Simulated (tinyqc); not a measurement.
ROHF in the sto-6g basis, for BH2, spin multiplicity 2, step by step (part 2 of 2). Computed by tinyqc, a small Python program that keeps every step (integrals from PySCF). Command: `OMP_NUM_THREADS=1 python tinyqc.py 25186 25187 out.jsonl` (the two numbers bound the seeds that draw the settings). One thread of a shared host (Intel(R) Xeon(R) Processor @ 2.60GHz), about 0.2 s of CPU time with the checks.

Geometry (angstrom):
```
atom         x          y         z
B     0.000000   0.000000  0.000000
H     0.000000   1.423000  0.849000
H     0.000000  -1.423000  0.849000
```

## Iteration 2: building the Fock matrix

D(alpha) after iteration 1, order 1B 1s, 1B 2s, 1B 2px, 1B 2py, 1B 2pz, 2H 1s, 3H 1s:
```
[[1.072175, -0.276507, 0.000000, 0.000000, 0.068630, 0.011807, 0.011807],
 [-0.276507, 1.073556, 0.000000, 0.000000, -0.289348, -0.116899, -0.116899],
 [0.000000, 0.000000, 0.000000, 0.000000, 0.000000, 0.000000, 0.000000],
 [0.000000, 0.000000, 0.000000, 0.133406, 0.000000, 0.209506, -0.209506],
 [0.068630, -0.289348, 0.000000, 0.000000, 0.242362, 0.265421, 0.265421],
 [0.011807, -0.116899, 0.000000, 0.209506, 0.265421, 0.674714, 0.016679],
 [0.011807, -0.116899, 0.000000, -0.209506, 0.265421, 0.016679, 0.674714]]
```

D(beta) after iteration 1, order 1B 1s, 1B 2s, 1B 2px, 1B 2py, 1B 2pz, 2H 1s, 3H 1s:
```
[[1.044414, -0.162573, 0.000000, 0.000000, -0.012829, -0.072819, -0.072819],
 [-0.162573, 0.605966, 0.000000, 0.000000, 0.044966, 0.230409, 0.230409],
 [0.000000, 0.000000, 0.000000, 0.000000, 0.000000, 0.000000, 0.000000],
 [0.000000, 0.000000, 0.000000, 0.133406, 0.000000, 0.209506, -0.209506],
 [-0.012829, 0.044966, 0.000000, 0.000000, 0.003337, 0.017106, 0.017106],
 [-0.072819, 0.230409, 0.000000, 0.209506, 0.017106, 0.416748, -0.241287],
 [-0.072819, 0.230409, 0.000000, -0.209506, 0.017106, -0.241287, 0.416748]]
```

core Hamiltonian H = T + V (hartree), order 1B 1s, 1B 2s, 1B 2px, 1B 2py, 1B 2pz, 2H 1s, 3H 1s:
```
[[-13.083185, -3.247257, 0.000000, 0.000000, -0.010325, -0.295536, -0.295536],
 [-3.247257, -4.010922, 0.000000, 0.000000, -0.097437, -0.911711, -0.911711],
 [0.000000, 0.000000, -3.220500, 0.000000, 0.000000, 0.000000, 0.000000],
 [0.000000, 0.000000, 0.000000, -3.308376, 0.000000, -0.815960, 0.815960],
 [-0.010325, -0.097437, 0.000000, 0.000000, -3.251781, -0.497299, -0.497299],
 [-0.295536, -0.911711, 0.000000, -0.815960, -0.497299, -2.250441, -0.096726],
 [-0.295536, -0.911711, 0.000000, 0.815960, -0.497299, -0.096726, -2.250441]]
```

nuclear repulsion = 3.37947614 hartree

Given earlier and not repeated: Two-electron integrals (ij|kl) in chemists' order.

J_ij = sum D_kl (ij|kl) with D = D(alpha) + D(beta), K_ij = sum D_kl (ik|jl) for each spin; F = H + J - K(s); E = tr D H + tr D J / 2 - 0.5 sum_s tr D(s) K(s) + E_nn.

Coulomb J (hartree), order 1B 1s, 1B 2s, 1B 2px, 1B 2py, 1B 2pz, 2H 1s, 3H 1s:
```
[[8.423679, 1.615671, 0.000000, 0.000000, 0.006296, 0.148403, 0.148403],
 [1.615671, 3.584717, 0.000000, 0.000000, 0.091043, 0.817574, 0.817574],
 [0.000000, 0.000000, 3.524730, 0.000000, 0.000000, 0.000000, 0.000000],
 [0.000000, 0.000000, 0.000000, 3.650145, 0.000000, 0.795398, -0.795398],
 [0.006296, 0.091043, 0.000000, 0.000000, 3.579269, 0.483627, 0.483627],
 [0.148403, 0.817574, 0.000000, 0.795398, 0.483627, 2.624600, 0.081306],
 [0.148403, 0.817574, 0.000000, -0.795398, 0.483627, 0.081306, 2.624600]]
```

exchange K(alpha) (hartree), order 1B 1s, 1B 2s, 1B 2px, 1B 2py, 1B 2pz, 2H 1s, 3H 1s:
```
[[2.984937, 0.496171, 0.000000, 0.000000, 0.000492, 0.049385, 0.049385],
 [0.496171, 0.665685, 0.000000, 0.000000, -0.081202, 0.208039, 0.208039],
 [0.000000, 0.000000, 0.150228, 0.000000, 0.000000, 0.000000, 0.000000],
 [0.000000, 0.000000, 0.000000, 0.375914, 0.000000, 0.226518, -0.226518],
 [0.000492, -0.081202, 0.000000, 0.000000, 0.375500, 0.154270, 0.154270],
 [0.049385, 0.208039, 0.000000, 0.226518, 0.154270, 0.651255, 0.020843],
 [0.049385, 0.208039, 0.000000, -0.226518, 0.154270, 0.020843, 0.651255]]
```

exchange K(beta) (hartree), order 1B 1s, 1B 2s, 1B 2px, 1B 2py, 1B 2pz, 2H 1s, 3H 1s:
```
[[2.957874, 0.490180, 0.000000, 0.000000, 0.000750, 0.046380, 0.046380],
 [0.490180, 0.526490, 0.000000, 0.000000, 0.085573, 0.228138, 0.228138],
 [0.000000, 0.000000, 0.108413, 0.000000, 0.000000, 0.000000, 0.000000],
 [0.000000, 0.000000, 0.000000, 0.341152, 0.000000, 0.214371, -0.214371],
 [0.000750, 0.085573, 0.000000, 0.000000, 0.131561, 0.080315, 0.080315],
 [0.046380, 0.228138, 0.000000, 0.214371, 0.080315, 0.489590, -0.012921],
 [0.046380, 0.228138, 0.000000, -0.214371, 0.080315, -0.012921, 0.489590]]
```

F(alpha) (hartree), order 1B 1s, 1B 2s, 1B 2px, 1B 2py, 1B 2pz, 2H 1s, 3H 1s:
```
[[-7.644442, -2.127758, 0.000000, 0.000000, -0.004521, -0.196518, -0.196518],
 [-2.127758, -1.091891, 0.000000, 0.000000, 0.074808, -0.302176, -0.302176],
 [0.000000, 0.000000, 0.154002, 0.000000, 0.000000, 0.000000, 0.000000],
 [0.000000, 0.000000, 0.000000, -0.034145, 0.000000, -0.247080, 0.247080],
 [-0.004521, 0.074808, 0.000000, 0.000000, -0.048011, -0.167941, -0.167941],
 [-0.196518, -0.302176, 0.000000, -0.247080, -0.167941, -0.277096, -0.036263],
 [-0.196518, -0.302176, 0.000000, 0.247080, -0.167941, -0.036263, -0.277096]]
```

F(beta) (hartree), order 1B 1s, 1B 2s, 1B 2px, 1B 2py, 1B 2pz, 2H 1s, 3H 1s:
```
[[-7.617380, -2.121767, 0.000000, 0.000000, -0.004779, -0.193513, -0.193513],
 [-2.121767, -0.952696, 0.000000, 0.000000, -0.091967, -0.322275, -0.322275],
 [0.000000, 0.000000, 0.195816, 0.000000, 0.000000, 0.000000, 0.000000],
 [0.000000, 0.000000, 0.000000, 0.000617, 0.000000, -0.234933, 0.234933],
 [-0.004779, -0.091967, 0.000000, 0.000000, 0.195927, -0.093987, -0.093987],
 [-0.193513, -0.322275, 0.000000, -0.234933, -0.093987, -0.115431, -0.002499],
 [-0.193513, -0.322275, 0.000000, 0.234933, -0.093987, -0.002499, -0.115431]]
```

total energy of this density = -25.43154200 hartree

## Iteration 2: Roothaan effective Fock matrix

overlap S, order 1B 1s, 1B 2s, 1B 2px, 1B 2py, 1B 2pz, 2H 1s, 3H 1s:
```
[[1.000000, 0.264891, 0.000000, 0.000000, 0.000000, 0.023910, 0.023910],
 [0.264891, 1.000000, 0.000000, 0.000000, 0.000000, 0.268899, 0.268899],
 [0.000000, 0.000000, 1.000000, 0.000000, 0.000000, 0.000000, 0.000000],
 [0.000000, 0.000000, 0.000000, 1.000000, 0.000000, 0.271306, -0.271306],
 [0.000000, 0.000000, 0.000000, 0.000000, 1.000000, 0.161869, 0.161869],
 [0.023910, 0.268899, 0.000000, 0.271306, 0.161869, 1.000000, 0.028573],
 [0.023910, 0.268899, 0.000000, -0.271306, 0.161869, 0.028573, 1.000000]]
```

With projectors Pc = D(beta) S, Po = (D(alpha) - D(beta)) S, Pv = 1 - D(alpha) S, the block xy is Px^T F Py; with Fc = (F(alpha) + F(beta))/2, the blocks are Fc for cc, oo, vv and cv, F(beta) for co and F(alpha) for ov.

effective F (hartree), order 1B 1s, 1B 2s, 1B 2px, 1B 2py, 1B 2pz, 2H 1s, 3H 1s:
```
[[-7.630916, -2.124897, 0.000000, 0.000000, -0.005001, -0.195193, -0.195193],
 [-2.124897, -1.004999, 0.000000, 0.000000, -0.017212, -0.319632, -0.319632],
 [0.000000, 0.000000, 0.174909, 0.000000, 0.000000, 0.000000, 0.000000],
 [0.000000, 0.000000, 0.000000, -0.016764, 0.000000, -0.241006, 0.241006],
 [-0.005001, -0.017212, 0.000000, 0.000000, 0.049787, -0.143295, -0.143295],
 [-0.195193, -0.319632, 0.000000, -0.241006, -0.143295, -0.202112, -0.025230],
 [-0.195193, -0.319632, 0.000000, 0.241006, -0.143295, -0.025230, -0.202112]]
```

## Iteration 2: DIIS over 2 matrices

error matrix X^T (FDS - SDF) X:
```
[[0.000000, -0.012352, 0.000000, 0.000000, 0.009126, 0.012351, 0.012351],
 [0.012352, 0.000000, 0.000000, 0.000000, -0.038046, -0.001088, -0.001088],
 [0.000000, 0.000000, 0.000000, 0.000000, 0.000000, 0.000000, 0.000000],
 [0.000000, 0.000000, 0.000000, 0.000000, 0.000000, -0.126207, 0.126207],
 [-0.009126, 0.038046, 0.000000, 0.000000, 0.000000, -0.066528, -0.066528],
 [-0.012351, 0.001088, 0.000000, 0.126207, 0.066528, 0.000000, 0.000000],
 [-0.012351, 0.001088, 0.000000, -0.126207, 0.066528, 0.000000, 0.000000]]
```

B (overlaps of the stored error matrices):
```
[[3.0381804e-01, 2.5377657e-02],
 [2.5377657e-02, 8.5398621e-02]]
```

Minimise |sum c_i e_i|^2 with sum c_i = 1: solve [B -1; -1 0][c; lambda] = [0; -1] with B_ij = tr e_i^T e_j, and take F = sum c_i F_i.

DIIS coefficients: [0.177335, 0.822665]

extrapolated F (hartree), order 1B 1s, 1B 2s, 1B 2px, 1B 2py, 1B 2pz, 2H 1s, 3H 1s:
```
[[-7.537089, -2.106293, 0.000000, 0.000000, -0.004434, -0.194935, -0.194935],
 [-2.106293, -0.986037, 0.000000, 0.000000, -0.019175, -0.310965, -0.310965],
 [0.000000, 0.000000, 0.183457, 0.000000, 0.000000, 0.000000, 0.000000],
 [0.000000, 0.000000, 0.000000, 0.014558, 0.000000, -0.226615, 0.226615],
 [-0.004434, -0.019175, 0.000000, 0.000000, 0.076590, -0.134833, -0.134833],
 [-0.194935, -0.310965, 0.000000, -0.226615, -0.134833, -0.192245, -0.027291],
 [-0.194935, -0.310965, 0.000000, 0.226615, -0.134833, -0.027291, -0.192245]]
```

## Iteration 2: diagonalisation and new density

X, order 1B 1s, 1B 2s, 1B 2px, 1B 2py, 1B 2pz, 2H 1s, 3H 1s:
```
[[1.029172, -0.147794, 0.000000, 0.000000, -0.005326, 0.018183, 0.018183],
 [-0.147794, 1.094068, 0.000000, 0.000000, 0.038592, -0.154988, -0.154988],
 [0.000000, 0.000000, 1.000000, 0.000000, 0.000000, 0.000000, 0.000000],
 [0.000000, 0.000000, 0.000000, 1.063696, 0.000000, -0.153562, 0.153562],
 [-0.005326, 0.038592, 0.000000, 0.000000, 1.022459, -0.090675, -0.090675],
 [0.018183, -0.154988, 0.000000, -0.153562, -0.090675, 1.074822, -0.005046],
 [0.018183, -0.154988, 0.000000, 0.153562, -0.090675, -0.005046, 1.074822]]
```

Diagonalise F' = X^T F X, C = X C', fill 4 alpha and 3 beta electrons from the bottom; D(s) = C_occ C_occ^T. Each column has its largest component positive (the first on a tie).

F' = X^T F X (hartree):
```
[[-7.375347, -1.074319, 0.000000, 0.000000, -0.017331, 0.011293, 0.011293],
 [-1.074319, -0.479462, 0.000000, 0.000000, 0.056314, -0.220940, -0.220940],
 [0.000000, 0.000000, 0.183457, 0.000000, 0.000000, 0.000000, 0.000000],
 [0.000000, 0.000000, 0.000000, 0.156756, 0.000000, -0.246013, 0.246013],
 [-0.017331, 0.056314, 0.000000, 0.000000, 0.128155, -0.148896, -0.148896],
 [0.011293, -0.220940, 0.000000, -0.246013, -0.148896, -0.038807, 0.002547],
 [0.011293, -0.220940, 0.000000, 0.246013, -0.148896, 0.002547, -0.038807]]
```

orbital energies (hartree): [-7.538982, -0.524603, -0.304041, -0.057526, 0.183457, 0.358199, 0.419443]

coefficients C, order 1B 1s, 1B 2s, 1B 2px, 1B 2py, 1B 2pz, 2H 1s, 3H 1s:
```
[[0.995262, -0.234211, 0.000000, 0.143577, 0.000000, -0.125347, 0.000000],
 [0.017807, 0.780527, 0.000000, -0.587977, 0.000000, 0.559557, 0.000000],
 [0.000000, 0.000000, 0.000000, 0.000000, 1.000000, 0.000000, 0.000000],
 [0.000000, 0.000000, 0.467631, 0.000000, 0.000000, 0.000000, 0.979762],
 [0.001281, 0.071663, 0.000000, 0.658913, 0.000000, 0.789988, 0.000000],
 [-0.002302, 0.292041, 0.516860, 0.394389, 0.000000, -0.603281, -0.582662],
 [-0.002302, 0.292041, -0.516860, 0.394389, 0.000000, -0.603281, 0.582662]]
```

D(alpha) after iteration 2, order 1B 1s, 1B 2s, 1B 2px, 1B 2py, 1B 2pz, 2H 1s, 3H 1s:
```
[[1.066016, -0.249505, 0.000000, 0.000000, 0.079095, -0.014065, -0.014065],
 [-0.249505, 0.955256, 0.000000, 0.000000, -0.331468, -0.003987, -0.003987],
 [0.000000, 0.000000, 0.000000, 0.000000, 0.000000, 0.000000, 0.000000],
 [0.000000, 0.000000, 0.000000, 0.218679, 0.000000, 0.241700, -0.241700],
 [0.079095, -0.331468, 0.000000, 0.000000, 0.439304, 0.280794, 0.280794],
 [-0.014065, -0.003987, 0.000000, 0.241700, 0.280794, 0.507981, -0.026308],
 [-0.014065, -0.003987, 0.000000, -0.241700, 0.280794, -0.026308, 0.507981]]
```

D(beta) after iteration 2, order 1B 1s, 1B 2s, 1B 2px, 1B 2py, 1B 2pz, 2H 1s, 3H 1s:
```
[[1.045401, -0.165085, 0.000000, 0.000000, -0.015510, -0.070691, -0.070691],
 [-0.165085, 0.609539, 0.000000, 0.000000, 0.055957, 0.227905, 0.227905],
 [0.000000, 0.000000, 0.000000, 0.000000, 0.000000, 0.000000, 0.000000],
 [0.000000, 0.000000, 0.000000, 0.218679, 0.000000, 0.241700, -0.241700],
 [-0.015510, 0.055957, 0.000000, 0.000000, 0.005137, 0.020925, 0.020925],
 [-0.070691, 0.227905, 0.000000, 0.241700, 0.020925, 0.352438, -0.181851],
 [-0.070691, 0.227905, 0.000000, -0.241700, 0.020925, -0.181851, 0.352438]]
```

## Iteration 10 (converged): orbitals

converged F (hartree), order 1B 1s, 1B 2s, 1B 2px, 1B 2py, 1B 2pz, 2H 1s, 3H 1s:
```
[[-7.502866, -2.099782, 0.000000, 0.000000, -0.008269, -0.194694, -0.194694],
 [-2.099782, -0.881849, 0.000000, 0.000000, -0.052391, -0.320786, -0.320786],
 [0.000000, 0.000000, 0.252377, 0.000000, 0.000000, 0.000000, 0.000000],
 [0.000000, 0.000000, 0.000000, -0.001783, 0.000000, -0.250332, 0.250332],
 [-0.008269, -0.052391, 0.000000, 0.000000, 0.021577, -0.159665, -0.159665],
 [-0.194694, -0.320786, 0.000000, -0.250332, -0.159665, -0.205490, -0.032482],
 [-0.194694, -0.320786, 0.000000, 0.250332, -0.159665, -0.032482, -0.205490]]
```

As before.

F' = X^T F X (hartree):
```
[[-7.338693, -1.089550, 0.000000, 0.000000, -0.017768, 0.014862, 0.014862],
 [-1.089550, -0.352560, 0.000000, 0.000000, 0.031467, -0.245461, -0.245461],
 [0.000000, 0.000000, 0.252377, 0.000000, 0.000000, 0.000000, 0.000000],
 [0.000000, 0.000000, 0.000000, 0.153383, 0.000000, -0.270371, 0.270371],
 [-0.017768, 0.031467, 0.000000, 0.000000, 0.077262, -0.165571, -0.165571],
 [0.014862, -0.245461, 0.000000, -0.270371, -0.165571, -0.037383, -0.001599],
 [0.014862, -0.245461, 0.000000, 0.270371, -0.165571, -0.001599, -0.037383]]
```

orbital energies (hartree): [-7.504833, -0.495188, -0.335087, -0.037004, 0.252377, 0.384052, 0.452686]

coefficients C, order 1B 1s, 1B 2s, 1B 2px, 1B 2py, 1B 2pz, 2H 1s, 3H 1s:
```
[[0.995207, -0.203152, 0.000000, 0.161863, 0.000000, -0.154340, 0.000000],
 [0.018006, 0.654238, 0.000000, -0.626492, 0.000000, 0.668966, 0.000000],
 [0.000000, 0.000000, 0.000000, 0.000000, 1.000000, 0.000000, 0.000000],
 [0.000000, 0.000000, 0.484642, 0.000000, 0.000000, 0.000000, 0.971460],
 [0.001869, 0.176025, 0.000000, 0.745065, 0.000000, 0.690851, 0.000000],
 [-0.002320, 0.367045, 0.506623, 0.244446, 0.000000, -0.640549, -0.591585],
 [-0.002320, 0.367045, -0.506623, 0.244446, 0.000000, -0.640549, 0.591585]]
```

D(alpha) after iteration 10, order 1B 1s, 1B 2s, 1B 2px, 1B 2py, 1B 2pz, 2H 1s, 3H 1s:
```
[[1.057907, -0.216396, 0.000000, 0.000000, 0.086698, -0.037308, -0.037308],
 [-0.216396, 0.820844, 0.000000, 0.000000, -0.351581, 0.086949, 0.086949],
 [0.000000, 0.000000, 0.000000, 0.000000, 0.000000, 0.000000, 0.000000],
 [0.000000, 0.000000, 0.000000, 0.234878, 0.000000, 0.245531, -0.245531],
 [0.086698, -0.351581, 0.000000, 0.000000, 0.586110, 0.246733, 0.246733],
 [-0.037308, 0.086949, 0.000000, 0.245531, 0.246733, 0.451148, -0.062186],
 [-0.037308, 0.086949, 0.000000, -0.245531, 0.246733, -0.062186, 0.451148]]
```

D(beta) after iteration 10, order 1B 1s, 1B 2s, 1B 2px, 1B 2py, 1B 2pz, 2H 1s, 3H 1s:
```
[[1.031707, -0.114990, 0.000000, 0.000000, -0.033900, -0.076875, -0.076875],
 [-0.114990, 0.428351, 0.000000, 0.000000, 0.115196, 0.240093, 0.240093],
 [0.000000, 0.000000, 0.000000, 0.000000, 0.000000, 0.000000, 0.000000],
 [0.000000, 0.000000, 0.000000, 0.234878, 0.000000, 0.245531, -0.245531],
 [-0.033900, 0.115196, 0.000000, 0.000000, 0.030988, 0.064605, 0.064605],
 [-0.076875, 0.240093, 0.000000, 0.245531, 0.064605, 0.391394, -0.121940],
 [-0.076875, 0.240093, 0.000000, -0.245531, 0.064605, -0.121940, 0.391394]]
```

## Convergence

Stop when the energy changes by less than 1e-10 hartree and every element of the error matrix X^T (F D S - S D F) X is below 3e-06.

Course of the cycle:
```
iteration   E (hartree)     change  largest element of the error matrix
1          -25.28066210          -                             2.58e-01
2          -25.43154200  -1.51e-01                             1.26e-01
3          -25.47759764  -4.61e-02                             4.08e-02
4          -25.48971559  -1.21e-02                             1.79e-02
5          -25.49279323  -3.08e-03                             4.65e-03
6          -25.49302016  -2.27e-04                             3.78e-04
7          -25.49302098  -8.14e-07                             5.65e-05
8          -25.49302101  -3.54e-08                             1.19e-05
9          -25.49302101  -1.61e-09                             2.33e-06
10         -25.49302101  -6.40e-11                             2.68e-09
```

PySCF ROHF in the same basis = -25.49302101 hartree

Converged in 10 iterations.

## Populations, bond orders and dipole

Mulliken: Z minus the diagonal of D S on the atom; Loewdin: the same with S^(1/2) D S^(1/2); Mayer order: 2 sum_s sum (D(s) S)_ij (D(s) S)_ji over the two atoms.

Charges (e):
```
atom   Mulliken    Loewdin  Mulliken spin
1B     0.212231   0.206099       0.898584
2H    -0.106115  -0.103050       0.050708
3H    -0.106115  -0.103050       0.050708
```

Mayer bond orders:
```
pair     order
2-1   0.958736
3-1   0.958736
3-2   0.027432
```

dipole moment about the origin, x y z (debye): [0.000000, 0.000000, -0.583219]
